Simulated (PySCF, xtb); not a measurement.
H3P, SMILES P.

Harmonic wavenumbers (cm⁻¹) from GFN2-xTB run with xtb at its own minimum, in rising order: 1132, 1151, 1152, 2283, 2391, 2393.

Problem. What does PySCF 2.14.0 with PBE-D3(BJ)/def2-TZVPD give at its own minimum? (An estimate is asked for; the answer gives what the named calculation found.)

Solution. 973, 1091, 1091, 2325, 2339, 2339. Paired by order, the mean absolute difference is 71 cm⁻¹ and the zero-point energies are 15.0 and 14.5 kcal/mol.
